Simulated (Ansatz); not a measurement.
**CH₄F, doublet: from triple and quadruple zeta to the limit**

```yaml
atoms:
  - { symbol: C, position_ang: [-1.2191, 0.0000, 0.0000] }
  - { symbol: H, position_ang: [-1.5824, 1.0273, 0.0000] }
  - { symbol: H, position_ang: [-1.5824, -0.5137, 0.8897] }
  - { symbol: H, position_ang: [-1.5824, -0.5137, -0.8897] }
  - { symbol: H, position_ang: [0.0139, 0.0000, 0.0000] }
  - { symbol: F, position_ang: [1.0219, 0.0000, 0.0000] }
```

Connectivity, by distances: CH3 ··· F, 1 bridging H.

Ansatz 0.2.0, UHF determinant, valence electrons correlated. Energies in eV.

| set | X | functions | Hartree–Fock | MP2 correlation | CCSD(T) correlation | time |
| --- | --- | --- | --- | --- | --- | --- |
| def2-TZVPP | 3 | 118 | -3798.5007 | -12.0764 | -13.0408 | 3 s on 1 × NVIDIA H100 80GB HBM3 with 1 thread of AMD EPYC 7R13 Processor (Zen 3), with other jobs on the host |
| def2-QZVPP | 4 | 234 | -3798.6833 | -13.0770 | -13.9801 | 7 s on 1 × NVIDIA H100 80GB HBM3 with 1 thread of AMD EPYC 7R13 Processor (Zen 3), with other jobs on the host |

Hartree–Fock is taken to follow E(X) = E∞ + A·exp(−7.88·√X), correlation E(X) = E∞ + B·X^−2.97.

Work out the CCSD(T) energy at the limit, and how far the shortcut misses it that extrapolates MP2 and adds CCSD(T) minus MP2 from the smaller set.

Hartree–Fock: E∞ = E4 + 0.1377·(E4 − E3) = -3798.7084. Correlation: E∞ = E4 + 0.7407·(E4 − E3) = -14.6759 for CCSD(T) and -13.8182 for MP2. The limit is -3813.3843 eV, 0.721 eV below def2-QZVPP. The shortcut gives a correlation energy of -13.8182 + (-0.9644) = -14.7826, 107 meV lower than the direct value.
